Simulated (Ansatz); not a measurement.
`OF`, charge 0, multiplicity 1.

Q: Give a relaxed structure at PBE0-D4/def2-TZVP (the Gaussian-basis code of Ansatz). (Estimate.)

A: Ansatz gave: 
Bond lengths: O1–F2 1.406 Å, O1–H3 0.969 Å. Angles: F2–O1–H3 99.1°.
Point group Cs.
